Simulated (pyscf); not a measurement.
This saddle point was located with ωB97X-D3(BJ)/def2-SVP in PySCF.

```
Mo
N 1 2.0321
H 2 1.0207 1 115.50
H 2 1.0209 3 108.19 1 -131.88
H 2 1.4763 3 122.01 4 -122.39
Cl 5 1.4156 2 150.25 3 -133.56
S 1 2.0646 2 107.17 3 -147.03
S 1 2.0724 2 100.83 3 -36.39
Cl 1 2.2624 2 126.58 3 77.82
```

Surface: singlet, charge 0. Lowest wavenumbers (cm⁻¹): 501i, 65, 117, 141, 160.

Question: Name the species on either side of this saddle.

Answer: S=Mo(=S)(Cl)–Cl (SMILES [S]=[Mo](=[S])([Cl])[Cl]) + NH₃ (SMILES N) ⇌ H₂N–Mo(=S)(=S)–Cl (SMILES [NH2][Mo](=[S])(=[S])[Cl]) + HCl (SMILES Cl), a four-centre exchange read from left to right: Cl–Mo, H–N broken and Mo–N, Cl–H formed. At ωB97M-D3(BJ)/def2-TZVP it lies +0.85 eV from the left side and +0.45 eV from the right (each side as separated species at their lowest minima found). On the reactant side the descent ends in an adduct with a Mo–N contact, 0.80 eV under the separated species and 1.63 eV under the saddle at ωB97X-D3(BJ)/def2-TZVP. On the product side the descent ends in a complex, 0.21 eV under the separated species and 0.54 eV under the saddle at ωB97X-D3(BJ)/def2-TZVP. What is counted as formed (Mo–N) is already present as a longer contact in the reactant adduct; forming that adduct is a step of its own. One saddle was located; it need not be the lowest between these sides. Elements past Kr carry the def2 core potentials, without spin-orbit coupling.
